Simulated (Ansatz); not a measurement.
Dissociation curve of Li₂, singlet.

Methods: UCCSD(T) = CCSD(T) on UHF/cc-pVQZ, frozen core run with Ansatz (a program for electronic structure); RMP2 = MP2 on RHF/cc-pVQZ, frozen core (Ansatz); RCCSD(T) = Ansatz with CCSD(T) on RHF/cc-pVQZ, frozen core.

Total energies in hartree (comparable only within one method and basis):

| R / Å | UCCSD(T) | RMP2 | RCCSD(T) |
|---|---|---|---|
| 2.08 | -14.88675 | -14.87406 | -14.88677 |
| 2.18 | -14.89260 | -14.88052 | -14.89261 |
| 2.37 | -14.89980 | -14.88870 | -14.89981 |
| 2.48 | -14.90210 | -14.89146 | -14.90211 |
| 2.63 | -14.90355 | -14.89343 | -14.90355 |
| 2.68 | -14.90368 | -14.89371 | -14.90368 |
| 2.74 | -14.90364 | -14.89383 | -14.90365 |
| 2.84 | -14.90314 | -14.89361 | -14.90318 |
| 2.92 | -14.90245 | -14.89309 | -14.90250 |
| 3.00 | -14.90155 | -14.89232 | -14.90160 |
| 3.12 | -14.89986 | -14.89079 | -14.89992 |
| 3.47 | -14.89365 | -14.88465 | -14.89373 |
| 3.70 | -14.88922 | -14.87992 | -14.88931 |
| 4.13 | -14.88153 | -14.87086 | -14.88160 |
| 4.61 | -14.87493 | -14.86159 | -14.87498 |
| 4.91 | -14.87201 | -14.85655 | -14.87205 |
| 5.39 | -14.86896 | -14.84989 | -14.86898 |
| 6.11 | -14.86677 | -14.84307 | -14.86679 |
| 6.67 | -14.86608 | -14.84016 | -14.86608 |
| 7.46 | -14.86569 | -14.83900 | -14.86567 |
| 8.22 | -14.86557 | -14.84045 | -14.86552 |

The unrestricted determinant behind UCCSD(T) is spin-contaminated at 2.08 to 8.22 Å (<S²> up to 1.0, against 0.00 for a pure singlet). With two correlated electrons CCSD is exact in the basis where it finds the lowest root (UCCSD(T), RCCSD(T)). The restricted form behind RMP2 keeps the bonding electrons paired and can't separate into open-shell fragments. The T1 diagnostic of CCSD on the restricted reference of RMP2 exceeds 0.045 at 4.61 to 8.22 Å.
